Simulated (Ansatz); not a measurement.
# CH3+ (singlet): wave-function methods side by side, cc-pVTZ

One table from this session's results is given with a row withheld; the runs are named, their logs left out.

Method: cc-pVTZ, core rule «outside noble gas», up to 1 orbitals frozen; program: Ansatz 0.2.0, Gaussian basis.

To be run: UHF; CCSD(T) on RHF; BCCD(T) on RHF; CCSDT(Q) on RHF; CASSCF and MRCISD+Q, 6 electrons in 7 orbitals; CASSCF and NEVPT2, 6 electrons in 7 orbitals.

15 further runs of the same task are left out: 4 that didn't finish, 11 set aside as unsound or not needed.

### What is computed

The geometry is a PBE0/def2-TZVP stationary point (not a proven minimum) of the parent state, kept for this charge and spin.

4 atoms, charge 1, spin multiplicity 1.

Atoms are counted from 1 here; the program's logs count them from 0.

Bond lengths: C1–H2 1.170 Å, C1–H3 1.083 Å, C1–H4 1.170 Å. Angles: H2–C1–H3 144.3°, H2–C1–H4 71.5°, H3–C1–H4 144.3°.

Set-up of the first run:

in.yaml

```yaml
crystal:
  periodic: [false, false, false]
  atoms:
    - {symbol: C, position_ang: [0.000000, 0.000000, 0.054784]}
    - {symbol: H, position_ang: [0.000000, 0.683459, -0.895251]}
    - {symbol: H, position_ang: [0.000000, 0.000000, 1.137696]}
    - {symbol: H, position_ang: [0.000000, -0.683459, -0.895251]}
basis:
  gaussian: {orbitals: cc-pVTZ}
total_charge: 1
magnetization: {spin_polarized: true, initial_magnetization: 0}
hamiltonian: {xc: hf}
output: {orbitals: {seedname: orbitals}}
```

Started as:

```console
> ansatz run in.yaml --threads 1 --pin off --events-out ev --progress --plain --max-ram 2393MiB
```

Steps of the session up to this table: UHF; CCSD(T) on RHF; BCCD(T) on RHF; CCSDT(Q) on RHF; CASSCF and MRCISD+Q, 6 electrons in 7 orbitals; CASSCF and NEVPT2, 6 electrons in 7 orbitals.

One of the session's tables, all rows but one given; the rest of the session is left out.

```
          method  from RCCSDT(Q) (kcal/mol)
             RHF                    +103.89
            RMP2                     +17.00
           RCCSD                      +2.70
        RCCSD(T)                      +0.36
         BCCD(T)                      +0.36
          RCCSDT                      +0.07
       RCCSDT(Q)                          0
  CASSCF valence                     +56.04
  NEVPT2 valence                     +14.10
  MRCISD valence                      +2.24
MRCISD+Q valence                          ?
```

Estimate the missing values for MRCISD+Q valence.

The run gave: from RCCSDT(Q) (kcal/mol): +0.69. In the column «from RCCSDT(Q) (kcal/mol)» it lies between BCCD(T) (+0.36) and MRCISD valence (+2.24).
